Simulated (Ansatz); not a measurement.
# CHBN (quartet): wave-function methods side by side at a displaced geometry (v1), cc-pVDZ

One table from this session's results is given with a row withheld; the runs are named, their logs left out.

The runs use Ansatz 0.2.0, Gaussian basis; cc-pVDZ, core rule «outside noble gas», up to 3 orbitals frozen.

Plan: UHF; CCSD(T) on ROHF; CCSD(T) on UHF; BCCD(T) on ROHF; CISD; CCSDT(Q) on ROHF; CCSDT(Q) on UHF.

19 further runs of the same task are left out: 7 that didn't finish, 12 set aside as unsound or not needed.

### What is computed

The geometry is a PBE0/def2-TZVP stationary point (not a proven minimum) with its atoms shifted at random (size 0.040 Å).

4 atoms, charge 0, spin multiplicity 4.

Atoms are counted from 1 here; the program's logs count them from 0.

Bond lengths: B1–N2 1.289 Å, B1–H4 1.147 Å, N2–C3 1.298 Å. Angles: N2–B1–H4 176.7°, B1–N2–C3 176.0°.

Geometry (Å):

```xyz
4
CHBN
B     0.00234   -0.00185    0.68182
N     0.00150   -0.01799   -0.60663
C     0.04947    0.04132   -1.90234
H    -0.05331   -0.02149    1.82716
```

Set-up of the first run:

Contents of in.yaml:

```yaml
crystal:
  periodic: [false, false, false]
  atoms:
    - {symbol: B, position_ang: [0.002337, -0.001845, 0.681821]}
    - {symbol: N, position_ang: [0.001504, -0.017987, -0.606632]}
    - {symbol: C, position_ang: [0.049468, 0.041323, -1.902345]}
    - {symbol: H, position_ang: [-0.053309, -0.021491, 1.827157]}
basis:
  gaussian: {orbitals: cc-pVDZ}
magnetization: {spin_polarized: true, initial_magnetization: 3}
hamiltonian: {xc: hf}
output: {orbitals: {seedname: orbitals}}
```

Command:

```bash
> ansatz run in.yaml --threads 1 --pin off --events-out ev --progress --plain --max-ram 2393MiB
```

Among the steps run: UHF; CCSD(T) on ROHF; CCSD(T) on UHF; BCCD(T) on ROHF; CISD; CCSDT(Q) on ROHF; CCSDT(Q) on UHF.

One of the session's tables, all rows but one given; the rest of the session is left out.

| method | from UCCSDT(Q) (kJ/mol) |
| --- | --- |
| ROHF | +902.4 |
| UHF | +857.9 |
| RMP2 | ? |
| UMP2 | +116.1 |
| CISD | +120.1 |
| RCCSD | +40.5 |
| UCCSD | +38.8 |
| RCCSD(T) | +6.0 |
| UCCSD(T) | +7.1 |
| BCCD(T) | +6.5 |
| RCCSDT | +3.3 |
| UCCSDT | +3.3 |
| RCCSDT(Q) | +0.4 |
| UCCSDT(Q) | 0 |

Estimate the missing values for RMP2.

As computed: from UCCSDT(Q) (kJ/mol): +105.0. In the column «from UCCSDT(Q) (kJ/mol)» it lies between RCCSD (+40.5) and UMP2 (+116.1).

Caveats from the session: Restricted and unrestricted rows rest on different reference determinants; where their highest levels disagree by more than a few hundredths of an eV, they describe different states and don't form one ladder.
